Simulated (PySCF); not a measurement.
Species: 1,2-butadiene, C4H6.
Numbering: `[CH2:1]=[C:2]=[CH:3][CH3:4]` (hydrogens: H5, H6 on C1; H7 on C3; H8, H9, H10 on C4)

The closed-shell ground state was solved at several levels (PySCF, density fitting, gas phase, non-relativistic). Geometry: PBE0-D3(BJ)/def2-TZVP; no solvent, vibrations or thermal averaging.

```csv
level,basis functions,total energy (Eh),HOMO (eV),LUMO (eV),gap (eV),dipole (D)
CAM-B3LYP/aug-cc-pVTZ,322,-155.9356,-8.55,0.26,8.81,0.45
B97-2/pcJ-2,348,-155.9822,-6.98,0.20,7.18,0.46
wB97X-D/aug-cc-pVTZ,322,-155.9716,-9.05,0.86,9.91,0.45
PBE0/aug-cc-pVTZ,322,-155.8305,-7.22,-0.14,7.08,0.46
PBE0/pcJ-2,348,-155.8397,-7.23,0.23,7.46,0.46
```

Q: What might PBE0/pcSseg-2 (228 basis functions) give for the same quantities?

A: Total energy -155.8332 Eh, HOMO -7.23 eV, LUMO 0.21 eV, gap 7.44 eV, dipole 0.46 D.

Q: Over all these levels, which gives the widest orbital gap and which the narrowest?

A: wB97X-D/aug-cc-pVTZ (range-separated hybrid) has the widest, 9.91 eV, and PBE0/aug-cc-pVTZ (global hybrid, 25 % exact exchange) the narrowest, 7.08 eV. The two share the basis. From the narrowest to the widest the HOMO moves by -1.83 eV and the LUMO by +1.00 eV.

Q: How much does the basis alone move the frontier levels among the 3 PBE0 rows (the withheld one included)?

A: The HOMO by 0.01 eV and the LUMO by 0.37 eV. By rising basis size (HOMO, LUMO in eV): pcSseg-2 -7.23, 0.21; aug-cc-pVTZ -7.22, -0.14; pcJ-2 -7.23, 0.23.

Q: How far do the dipole and the HOMO energy spread over the levels?

A: The dipole runs from 0.45 to 0.46 D (mean 0.46 D) and the HOMO from -9.05 to -6.98 eV.

The pairwise dispersion term of wB97X-D wasn't added to the energies; at a given geometry it leaves orbitals and properties as they are.
